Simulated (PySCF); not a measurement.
**Vibration and rotation of LiS⁻**

RHF-CCSD(T) constants of LiS⁻, ¹Σ⁺ (singlet), closed shell (Li def2-SVPD, S def2-SVPD; no relativity (PySCF 2.14); masses 7.0160 and 31.9721 u):

- ωe: 600.6 cm⁻¹
- ωexe: 4.76 cm⁻¹
- Be: 0.65555 cm⁻¹
- αe: 0.00743 cm⁻¹
- D (centrifugal): 3.12e-06 cm⁻¹

Question: Give the band origin of the fundamental and the first lines of its P and R branches.

Answer: ν0 = ωe − 2ωexe = 591.1 cm⁻¹, B0 = 0.65183, B1 = 0.64441 cm⁻¹.

```tsv
J″	P(J″) − ν0	R(J″) − ν0
0		1.289
1	-1.304	2.563
2	-2.622	3.822
3	-3.955	5.065
4	-5.303	6.294
5	-6.665	7.507
6	-8.042	8.705
```

Question: Near which J would the R branch turn back, without centrifugal distortion?

Answer: At J ≈ (B0 + B1)/(2(B0 − B1)) − 1 ≈ 86.

Correlated steps freeze 5 core orbitals. The CCSD T1 diagnostic is raised, a sign that a single reference may not be enough here.
